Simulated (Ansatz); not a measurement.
# CH₆Si (built from SMILES C[SiH3]): single points off equilibrium

Aim: energy, forces and dipole at a displaced guess of a reacting structure, from CCSD(T) and from density functionals.

Program: Ansatz 0.2.0, Gaussian basis. Level of theory: single points in def2-TZVPP. These are calculated values, not measurements.

Correlated methods freeze the cores.

**1. Starting geometry**

8 atoms, charge 0, spin multiplicity 1.

Atoms are counted from 1 here; the program's logs count them from 0.

Bond lengths: Si1–H4 1.471 Å, Si1–C5 1.887 Å, C5–H6 1.055 Å, C5–H7 1.074 Å, C5–H8 1.082 Å. Angles: H4–Si1–C5 104.2°, Si1–C5–H6 115.8°, Si1–C5–H7 112.1°, Si1–C5–H8 108.6°, H6–C5–H7 106.1°, H6–C5–H8 106.6°, H7–C5–H8 107.2°.

Coordinates:

```xyz
8

Si   -0.9579   -0.5250    0.2100
H    -0.5103   -1.3744   -1.3759
H     0.2934   -1.4135   -0.8604
H    -0.3101   -1.4903    1.1116
C     0.1993    0.9653    0.2183
H     1.2185    0.7565    0.0410
H    -0.0856    1.7013   -0.5100
H     0.1458    1.4383    1.1900
```

**2. CCSD(T)/def2-TZVPP**

run/in.yaml reads:

```yaml
crystal:
  periodic: [false, false, false]
  atoms:
    - {symbol: Si, position_ang: [-0.957900, -0.525000, 0.210000]}
    - {symbol: H, position_ang: [-0.510300, -1.374400, -1.375900]}
    - {symbol: H, position_ang: [0.293400, -1.413500, -0.860400]}
    - {symbol: H, position_ang: [-0.310100, -1.490300, 1.111600]}
    - {symbol: C, position_ang: [0.199300, 0.965300, 0.218300]}
    - {symbol: H, position_ang: [1.218500, 0.756500, 0.041000]}
    - {symbol: H, position_ang: [-0.085600, 1.701300, -0.510000]}
    - {symbol: H, position_ang: [0.145800, 1.438300, 1.190000]}
basis:
  gaussian: {orbitals: def2-TZVPP}
correlation: {method: ccsd_t}
output: {forces: true}
```

The command line of these runs was not kept.

**3. PBE0-D4/def2-TZVPP**

Changes to run/in.yaml since step 2:

```diff
@@ -13,3 +13,3 @@
   gaussian: {orbitals: def2-TZVPP}
-correlation: {method: ccsd_t}
-output: {forces: true}
+hamiltonian: {xc: pbe0, dispersion: d4}
+output: {forces: true, orbitals: {seedname: orbitals}}
```

**4. wB97M-V/def2-TZVPP**

Changes to run/in.yaml since step 3:

```diff
@@ -13,3 +13,3 @@
   gaussian: {orbitals: def2-TZVPP}
-hamiltonian: {xc: pbe0, dispersion: d4}
-output: {forces: true, orbitals: {seedname: orbitals}}
+hamiltonian: {xc: {name: wB97M-V}}
+output: {forces: true}
```

**5. r2SCAN-D4/def2-TZVPP**

Changes to run/in.yaml since step 4:

```diff
@@ -13,3 +13,3 @@
   gaussian: {orbitals: def2-TZVPP}
-hamiltonian: {xc: {name: wB97M-V}}
+hamiltonian: {xc: r2scan, dispersion: d4}
 output: {forces: true}
```

**6. PBE-D4/def2-TZVPP**

Changes to run/in.yaml since step 5:

```diff
@@ -13,3 +13,3 @@
   gaussian: {orbitals: def2-TZVPP}
-hamiltonian: {xc: r2scan, dispersion: d4}
+hamiltonian: {xc: pbe, dispersion: d4}
 output: {forces: true}
```

**7. wB97X-V/def2-TZVPP**

Changes to run/in.yaml since step 6:

```diff
@@ -13,3 +13,3 @@
   gaussian: {orbitals: def2-TZVPP}
-hamiltonian: {xc: pbe, dispersion: d4}
+hamiltonian: {xc: {name: wB97X-V}}
 output: {forces: true}
```

**8. HSE06-D4/def2-TZVPP**

Changes to run/in.yaml since step 7:

```diff
@@ -13,3 +13,3 @@
   gaussian: {orbitals: def2-TZVPP}
-hamiltonian: {xc: {name: wB97X-V}}
+hamiltonian: {xc: hse06, dispersion: d4}
 output: {forces: true}
```

(Steps that only read results are left out.)

Q: Predict the outcome of this session. Wanted: energy less free atoms, CCSD(T)/def2-TZVPP; RMS force component; RMS force error; HOMO and LUMO, PBE0-D4; T1 diagnostic.

**Answer**, as computed:

```
                                  quantity                                                                                            value
energy less free atoms, CCSD(T)/def2-TZVPP                                                                                   -2304.7 kJ/mol
                       RMS force component                                                             0.678 to 0.782 eV/Å over the methods
                           RMS force error  PBE0-D4 0.135, wB97M-V 0.047, r2SCAN-D4 0.164, PBE-D4 0.254, wB97X-V 0.055, HSE06-D4 0.134 eV/Å
                    HOMO and LUMO, PBE0-D4                                                                               -6.04 and -0.78 eV
                             T1 diagnostic                                                                                            0.013
```

What this shows: Against CCSD(T) the functionals' energies less atoms differ by -67.5 to -42.9 kJ/mol, PBE-D4 by -67.5 kJ/mol. The reference is not at the basis limit: in triple zeta CCSD(T) underbinds, which counts against methods that bind more; the gaps are no ranking. For forces wB97M-V does best and PBE-D4 worst. Frozen-core CCSD(T) forces in triple zeta carry basis errors of their own, and this is one geometry, so small gaps rank nothing.
